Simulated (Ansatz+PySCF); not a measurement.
Results of a calculation; reference values are marked as such.
Input for Ansatz (development build ahead of 0.2.0):

```yaml
crystal:
  periodic: [false, false, false]
  atoms:
    - { symbol: C, position_ang: [0.0, 0.0, 0.0] }
    - { symbol: H, position_ang: [1.26797, 1.26797, 1.26797] }
    - { symbol: H, position_ang: [0.63399, -0.63399, -0.63399] }
    - { symbol: H, position_ang: [-0.63399, 0.63399, -0.63399] }
    - { symbol: H, position_ang: [-0.63399, -0.63399, 0.63399] }
basis:
  gaussian: { orbitals: cc-pVDZ }
magnetization:
  spin_polarized: true
hamiltonian:
  xc: pbe0
scf:
  omitted_lower_state_checks: [starts, atomic_configurations, cluster_reference, orbital_swaps, given_window_search, neighbouring_geometries, increment]
```

The input is written out in the form of the current development build from the run's settings.

The run gave:

```
Converged                       : yes
Total energy                    : -40.30011 hartree
Spin squared of the determinant : 0.460
Stability test                  : minimum
```

Caution: charge can spread falsely over distant fragments; the unrestricted determinant is spin contaminated.
